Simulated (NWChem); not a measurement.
# Correlation energy of CN

SMILES: [C]#N
```xyz
2

C      0.0000     0.0000     0.6303
N      0.0000     0.0000    -0.5403
```
Charge 0, spin multiplicity 2.

Program: NWChem. Structure: optimised with UB3LYP/def2-SVP, a minimum by its harmonic frequencies.

Basis set: def2-SVP. Each correlation energy counts from its own Hartree-Fock reference.

```tsv
method	correlation energy (mHa)	remark
CCSD on UHF	-261.6	spin-contaminated
SCS-UMP2	-209.6	spin-contaminated
CCSD on ROHF	-279.8	large amplitudes
CCSDT on ROHF	-294.6	large amplitudes
CCSD[T] on ROHF	-298.3	large amplitudes
CCSD(T) on ROHF	-294.0	large amplitudes
CCSD[T] on UHF	-277.5	spin-contaminated
UMP2	-220.5	spin-contaminated
CCSD(T) on UHF	-273.9	spin-contaminated
```

The values span 88.8 mHa, from CCSD[T] on ROHF (lowest) to SCS-UMP2 (highest). 

The correlated methods keep 2 core orbitals frozen. The structure started from a generated list of species. The unpaired electrons of the parent sit in orbitals of symmetry a1 (C2v labels of the run); other states weren't searched. The stability of the SCF solutions was not checked. Open-shell Hartree-Fock references start from PBE0 orbitals. No row is a measurement; the coupled-cluster row has its own basis-set and correlation limits.
